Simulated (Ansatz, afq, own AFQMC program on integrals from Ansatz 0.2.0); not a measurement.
## Where AFQMC and coupled cluster stand for SiH4O, singlet

```yaml
atoms:
  - { symbol: Si, position_ang: [0.0000, -0.0169, 0.4532] }
  - { symbol: O, position_ang: [0.0000, 0.0822, -0.8881] }
  - { symbol: H, position_ang: [1.2036, -0.7384, 0.9510] }
  - { symbol: H, position_ang: [0.0000, 1.3730, 0.9632] }
  - { symbol: H, position_ang: [-1.2036, -0.7384, 0.9510] }
  - { symbol: H, position_ang: [0.0000, -0.7292, -1.3966] }
```

Connectivity, by distances: SiH3–OH.

Basis 6-31G. Only valence electrons are correlated. AFQMC by an in-house program on the Cholesky factors that Ansatz 0.2.0 writes for its CCSD(T) run. ph-AFQMC/CISD is guided by a CISD state made of CCSD amplitudes; releasing the constraint for a short imaginary time cuts its bias at the price of noise, slowly where states lie close. Free projection: walkers drawn from exp(T), propagated without any constraint. Its projection time is finite, and what remains of the start isn't in its error. ± is one standard error of the sampling.

Determinant: RHF, the one that the program's search chose, which needn't be the lowest solution. The geometry is a point of a scan.

No full CI on the walks' own integrals is used here. The released AFQMC energy serves as the reference, which it does only where one determinant dominates, the energy is flat over the last release times and near the phaseless one (40 meV or 2 meV an electron, half that with transition metals). On small molecules, where full CI could be run and the noise was under 10 meV, such values lay within 10 meV of it in 19 cases of 20, a flattering rate, since the rule was set on those same cases; what remains of the bias isn't in the error bar.

Cautions: the released value is read at 2.40 1/Eh (meV from the phaseless value at times in 1/Eh: 1 ± 6 at 0.24, 3 ± 6 at 0.51, 7 ± 5 at 0.99, 6 ± 6 at 1.62, 9 ± 6 at 2.40).

```
T1 diagnostic                               : 0.0089
weight of the determinant in the CISD state : 0.924
size of the correlated space                : 14 electrons in 24 orbitals
```

| level | correlation energy (eV) |
| --- | --- |
| MP2 | -4.6725 |
| CCSD | -5.1767 |
| CCSD(T) | -5.2400 |

**Question.** Estimate where AFQMC with the constraint released lies against CCSD(T) on the same integrals.

**Answer.** 0.44 ± 0.21 mEh below CCSD(T).

Reference: AFQMC with the constraint released, correlation energy -5.252 ± 0.006 eV.

```json
{"level": "CCSD(T)", "E − E(reference) (mEh)": "0.44 ± 0.21", "share of correlation (%)": "99.77"}
{"level": "ph-AFQMC/HF", "E − E(reference) (mEh)": "-0.45 ± 1.11", "share of correlation (%)": "100.23"}
{"level": "ph-AFQMC/CISD", "E − E(reference) (mEh)": "-0.33 ± 0.34", "share of correlation (%)": "100.17"}
{"level": "free AFQMC", "E − E(reference) (mEh)": "-0.34 ± 0.35", "share of correlation (%)": "100.18"}
```

Free projections are given only where their last times agree within the noise and don't stop above the reference; a slow remainder of the start can still hide under it. A walk keeps the symmetry of its determinant, which the program's search chose and which needn't be the lowest solution, so a lower state of the same spin and another symmetry isn't excluded. Released energies are given only where the last usable release times agree within the noise; a slower fall can still hide under it.
